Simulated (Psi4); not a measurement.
Psi4 input (wB97X-D/6-311+G**):

```
memory 1500 MB

molecule {
-1 1
N     0.00264570    0.14563947    0.02144324
H    -0.80461872   -0.49692176   -0.06396564
H     0.78609879   -0.52255452   -0.08613707
symmetry c1
no_reorient
no_com
}

set {
  basis 6-311+G**
  reference rks
  scf_type pk
  dft_radial_points 99
  dft_spherical_points 590
  e_convergence 1e-8
  d_convergence 1e-7
  maxiter 150
}

e = energy('wb97x-d')
print_out(f'\nFINAL {e:.10f} DIPOLE {variable("CURRENT DIPOLE")[0]:.6f} {variable("CURRENT DIPOLE")[1]:.6f} {variable("CURRENT DIPOLE")[2]:.6f}\n')
```

Output:

```
   => Loading Basis Set <=

    Name: 6-311+G**
    Role: ORBITAL
    Keyword: BASIS
    atoms 1   entry N          line   150 file 6-311pgss.gbs
    atoms 2-3 entry H          line    42 file 6-311pgss.gbs

   => WB97X-D: Empirical Dispersion <=

    Chai and Head-Gordon Dispersion Correction
    Chai, J.-D.; Head-Gordon, M. (2010), J. Chem. Phys., 132: 6615-6620

        s6 =       1.000000

         ---------------------------------------------------------
                                   SCF
               by Justin Turney, Rob Parrish, Andy Simmonett
                          and Daniel G. A. Smith
                              RKS Reference
         ---------------------------------------------------------

  ==> Geometry <==

    Molecular point group: c1
    Full point group: C1

    Geometry (in Angstrom), charge = -1, multiplicity = 1:

       Center              X                  Y                   Z               Mass
    ------------   -----------------  -----------------  -----------------  -----------------
         N            0.002645700000     0.145639470000     0.021443240000    14.003074004430
         H           -0.804618720000    -0.496921760000    -0.063965640000     1.007825032230
         H            0.786098790000    -0.522554520000    -0.086137070000     1.007825032230

  Running in c1 symmetry.

  Rotational constants: A =     20.09701  B =     13.21473  C =      7.97246 [cm^-1]
  Rotational constants: A = 602493.25303  B = 396167.49283  C = 239008.33440 [MHz]
  Nuclear repulsion =    7.488437403297338

  Charge       = -1
  Multiplicity = 1
  Electrons    = 10
  Nalpha       = 5
  Nbeta        = 5

  ==> Algorithm <==

  SCF Algorithm Type is PK.
  DIIS enabled.
  MOM disabled.
  Fractional occupation disabled.
  Guess Type is SAD.
  Energy threshold   = 1.00e-08
  Density threshold  = 1.00e-07
  Integral threshold = 1.00e-12

  ==> Primary Basis <==

  Basis Set: 6-311+G**
    Blend: 6-311+G**
    Number of shells: 18
    Number of basis functions: 34
    Number of Cartesian functions: 35
    Spherical Harmonics?: true
    Max angular momentum: 2

  ==> DFT Potential <==

   => LibXC <=

    Version 7.1.2
    S. Lehtola, C. Steigemann, M. J. T. Oliveira, and M. A. L. Marques,  SoftwareX 7, 1–5 (2018) (10.1016/j.softx.2017.11.002)

   => Composite Functional: WB97X-D <=

    wB97X-D Hyb-GGA Exchange-Correlation Functional

    J.-D. Chai and M. Head-Gordon,  Phys. Chem. Chem. Phys. 10, 6615–6620 (2008) (10.1039/B810189B)

    Deriv               =              1
    GGA                 =           TRUE
    Meta                =          FALSE

    Exchange Hybrid     =           TRUE
    MP2 Hybrid          =          FALSE

   => Exchange-Correlation Functionals <=

    1.0000   wB97X-D range-separated functional

   => Exact (HF) Exchange <=

    0.7780            HF,LR [omega = 0.2000]
    0.2220               HF

   => LibXC Density Thresholds  <==

    XC_HYB_GGA_XC_WB97X_D:  1.00E-14

   => Molecular Quadrature <=

    Radial Scheme          =       TREUTLER
    Pruning Scheme         =           NONE
    Nuclear Scheme         =       TREUTLER

    Blocking Scheme        =         OCTREE
    BS radius alpha        =              1
    Pruning alpha          =              1
    Radial Points          =             99
    Spherical Points       =            590
    Total Points           =         170992
    Total Blocks           =           1293
    Max Points             =            256
    Max Functions          =             34
    Weights Tolerance      =       1.00E-15

  ==> Integral Setup <==

  Using in-core PK algorithm.
   Calculation information:
      Number of atoms:                   3
      Number of AO shells:              18
      Number of primitives:             31
      Number of atomic orbitals:        35
      Number of basis functions:        34

      Integral cutoff                 1.00e-12
      Number of threads:                 1

  Performing in-core PK
  Using 531930 doubles for integral storage.
  We computed 14706 shell quartets total.
  Whereas there are 14706 unique shell quartets.

  Computing range-separated integrals for PK
  We computed 14706 wK shell quartets total.
  Whereas there are 14706 wK unique shell quartets.

  ==> DiskJK: Disk-Based J/K Matrices <==

    J tasked:                  Yes
    K tasked:                  Yes
    wK tasked:                 Yes
    Omega:               2.000E-01
    Schwarz Cutoff:          1E-12


  Cached 100.0% of DFT collocation blocks in 0.163 [GiB].

  Minimum eigenvalue in the overlap matrix is 7.6905891738E-03.
  Reciprocal condition number of the overlap matrix is 1.4766512221E-03.
    Using symmetric orthogonalization.

  ==> Pre-Iterations <==

  SCF Guess: Superposition of Atomic Densities via on-the-fly atomic UHF (no occupation information).

   -------------------------
    Irrep   Nso     Nmo
   -------------------------
     A         34      34
   -------------------------
    Total      34      34
   -------------------------

  ==> Iterations <==

                        Total Energy        Delta E     RMS |[F,P]|

   @RKS iter SAD:   -55.29117304177928   -5.52912e+01   0.00000e+00
   @RKS iter   1:   -55.51202362875433   -2.20851e-01   2.66357e-02 ADIIS/DIIS
   @RKS iter   2:   -54.96563676599838    5.46387e-01   3.73013e-02 ADIIS/DIIS
   @RKS iter   3:   -55.89654290436317   -9.30906e-01   1.61653e-03 ADIIS/DIIS
   @RKS iter   4:   -55.89781249849239   -1.26959e-03   6.10217e-04 ADIIS/DIIS
   @RKS iter   5:   -55.89800240512135   -1.89907e-04   1.74612e-04 ADIIS/DIIS
   @RKS iter   6:   -55.89802275350453   -2.03484e-05   4.06368e-05 DIIS
   @RKS iter   7:   -55.89802463655835   -1.88305e-06   7.26306e-06 DIIS
   @RKS iter   8:   -55.89802480871769   -1.72159e-07   1.44819e-06 DIIS
   @RKS iter   9:   -55.89802481547851   -6.76083e-09   1.63500e-07 DIIS
   @RKS iter  10:   -55.89802481556416   -8.56417e-11   2.73090e-08 DIIS
  Energy and wave function converged.

  ==> Post-Iterations <==

   Electrons on quadrature grid:
      Ntotal   =   10.0000000018 ; deviation = 1.763e-09

    Orbital Energies [Eh]
    ---------------------

    Doubly Occupied:

       1A    -14.099894     2A     -0.592374     3A     -0.224329
       4A     -0.085329     5A     -0.009439

    Virtual:

       6A      0.291418     7A      0.348822     8A      0.377257
       9A      0.384501    10A      0.447227    11A      0.472343
      12A      0.814528    13A      0.916126    14A      1.094036
      15A      1.101927    16A      1.154169    17A      1.308951
      18A      1.541408    19A      1.606452    20A      1.750314
      21A      2.001764    22A      2.229013    23A      2.340581
      24A      2.755422    25A      2.765197    26A      2.851677
      27A      2.909732    28A      2.986940    29A      3.209787
      30A      3.452823    31A      4.232277    32A      4.608564
      33A      4.981491    34A     35.914069

    Final Occupation by Irrep:
              A
    DOCC [     5 ]
    NA   [     5 ]
    NB   [     5 ]

  @RKS Final Energy:   -55.89802481556416

   => Energetics <=

    Nuclear Repulsion Energy =              7.4884374032973380
    One-Electron Energy =                 -93.1780751683732547
    Two-Electron Energy =                  35.0878467734265982
    DFT Exchange-Correlation Energy =      -5.2961976125471164
    Empirical Dispersion Energy =          -0.0000362113677203
    VV10 Nonlocal Energy =                  0.0000000000000000
    Total Energy =                        -55.8980248155641561

Computation Completed

Properties will be evaluated at   0.000000,   0.000000,   0.000000 [a0]

Properties computed using the SCF density matrix

 Multipole Moments:

 ------------------------------------------------------------------------------------
     Multipole            Electronic (a.u.)      Nuclear  (a.u.)        Total (a.u.)
 ------------------------------------------------------------------------------------

 L = 1.  Multiply by 2.5417464519 to convert [e a0] to [Debye]
 Dipole X            :         -0.0165877           -0.0000001           -0.0165877
 Dipole Y            :         -0.9131135            0.0000000           -0.9131135
 Dipole Z            :         -0.1344423           -0.0000001           -0.1344424
 Magnitude           :                                                    0.9231068

 ------------------------------------------------------------------------------------

FINAL -55.8980248156 DIPOLE -0.016588 -0.913114 -0.134442

*** Psi4 exiting successfully. Buy a developer a beer!
```

The dipole moment of an ion depends on the origin.
